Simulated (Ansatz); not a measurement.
## Ansatz (development build ahead of 0.2.0) run

```yaml
crystal:
  periodic: [false, false, false]
  atoms:
    - { symbol: "N", position_ang: [0.0, 0.0, 0.0] }
    - { symbol: "N", position_ang: [0.0, 0.0, 3.408] }
    - { symbol: H, position_ang: [0.9401, 0.0, -0.4207] }
    - { symbol: H, position_ang: [0.9401, 0.0, 3.8287] }
    - { symbol: H, position_ang: [-0.6043, 0.7202, 3.8287] }
basis:
  gaussian: { orbitals: pcseg-2 }
total_charge: -1
magnetization:
  initial_magnetization: 2
hamiltonian:
  xc: hf
```

The input is written out in the form of the current development build from the run's settings.

Results

```yaml
Converged: yes
Total_energy: -110.50263 hartree
Spin_squared_of_the_determinant: 2.000
Stability_test: minimum among restricted orbitals
```

Caution: stretched shape with no unrestricted run beside it, a lower state can exist; no diffuse functions for an anion; other spin multiplicities may lie lower.
